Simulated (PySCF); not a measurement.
An unknown is described by computed data only.

Formula: C4H4.

- Polarisability: 44.5 au [CAM-B3LYP/aug-cc-pVTZ]
- UV, strongest line: among the 10 lowest singlet transitions: S6 at 5.98 eV (207 nm, f = 0.046) [TDDFT CAM-B3LYP/aug-cc-pVTZ]
- UV, first state: lowest singlet excitation: 2.66 eV (466 nm, f = 0.000) [TDDFT CAM-B3LYP/aug-cc-pVTZ]
- Triplet: lowest triplet excitation (Tamm–Dancoff): 1.22 eV [TDA CAM-B3LYP/aug-cc-pVTZ]
- Dipole: 0.00 D [CAM-B3LYP/aug-cc-pVTZ]
- 13C NMR: chemical shifts (computed TMS as zero) by class: 151.3 (4 C) ppm [GIAO PBE0/pcSseg-2]
- 1H NMR: chemical shifts (computed TMS as zero) by class: 5.95 (4 H) ppm [GIAO PBE0/pcSseg-2]
- Rotational structure: rotational constants A, B, C: 17.191, 12.928, 7.379 GHz [PBE0-D3(BJ)/def2-TZVP]

Electronic properties: PySCF, gas phase, density fitting. Levels stand in brackets. Geometry: PBE0-D3(BJ)/def2-TZVP; no solvent, vibrations or thermal averaging. NMR classes are plain means over equivalent atoms (diastereotopic ones count apart unless rotation or inversion swaps them), as if these changed places fast.

**Question.** Give a SMILES that accounts for the data.

**Answer.** Numbering: `[CH:1]1=[CH:2][CH:3]=[CH:4]1`. Its formula, C4H4, gives 3 degrees of unsaturation: 1 ring and 2 π bonds in the structure found. 4 carbons fall into 1 class: alkene CH carbon [C1/C2/C3/C4] (151.3 ppm, 4 C). All hydrogens form one class (5.95 ppm): vinylic hydrogen. S1 is mainly HOMO→LUMO (weight 0.99); the largest Löwdin shares of the orbital it empties are 0.22 on each of 4 atoms of one kind (alkene CH carbon), of the orbital it fills 0.21 on each of 4 atoms of one kind (alkene CH carbon). The vanishing dipole is forced by symmetry. The optimised geometry has point group D2h and is an asymmetric top. Structure: cyclobutadiene (`C1=CC=C1`). Computed isomers that give other values at the same levels: `C=C1C=C1` (13C chemical shifts (computed TMS as zero) by class: 145.1 (2 C), 127.6 (1 C), 64.5 (1 C) ppm); `C#CC=C` (lowest singlet excitation: 5.46 eV (227 nm, f = 0.000)). The assignments are read from this structure; whether some other isomer fits the data as well wasn't checked.
